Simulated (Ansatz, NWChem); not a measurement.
**CS2 (carbon disulfide): from total energies to a heat of formation**

CS2 has 3 atoms, charge 0, and is taken as a singlet. As SMILES, `S=C=S`. Geometry: relaxed at PBE0-D4/def2-TZVP.

```xyz
3

S     1.3570   -0.1560    0.7291
C     0.0000    0.0000    0.0000
S    -1.3570    0.1560   -0.7291
```

Total energies at PBE/cc-pVTZ (NWChem 7.3.0); the atoms run unrestricted:

| species | state | energy (Eh) |
| --- | --- | --- |
| CS2 | singlet | -834.158383 |
| S | triplet | -397.944070 |
| C | triplet | -37.794923 |

Harmonic wavenumbers at PBE0-D4/def2-TZVP, in cm⁻¹: 413, 413, 692, 1598.

Measured heats of formation of the gaseous atoms at 298.15 K, in kJ/mol: S 277.0, C 716.9. Spin-orbit lowering of the atoms at 298 K (mean of the ground term's levels less their thermal mean, from spectra), in kJ/mol: S 1.88, C 0.02. Take 1 Eh = 2625.50 kJ/mol, 1 cm⁻¹ = 0.0119627 kJ/mol, RT = 2.479 kJ/mol.

Problem. Work out the heat of formation of the gas at 298 K.

Solution. 
1. Electronic atomisation energy: 2 × (-397.944070) + (-37.794923) − (-834.158383) = 0.475320 Eh = 1248.0 kJ/mol.
2. Zero-point energy: half the sum of the wavenumbers, 1558 cm⁻¹ = 18.6 kJ/mol.
3. Thermal vibrational enthalpy, Σ hcν̃/(exp(hcν̃/kT) − 1): 1.9 kJ/mol. Translation, rotation and pV of a linear molecule: 3.5 RT = 8.7 kJ/mol.
4. The 3 free atoms carry 5/2 RT each: 18.6 kJ/mol.
5. Spin-orbit coupling lowers the free atoms by 2 × 1.88 + 0.02 = 3.8 kJ/mol.
6. Atomisation enthalpy at 298 K: 1248.0 − 3.8 − 18.6 − 1.9 − 8.7 + 18.6 = 1233.6 kJ/mol.
7. Sum of the atoms' heats of formation: 1270.9 kJ/mol. Heat of formation: 1270.9 − 1233.6 = +37.3 kJ/mol.

The tabulated value is +116.9 kJ/mol (NIST-JANAF tables), so this level is off by -79.6 kJ/mol, or 6.9 % of the atomisation enthalpy. Gradient-corrected functionals often overbind somewhat. Anharmonicity and any spin-orbit splitting of the molecule are left out.
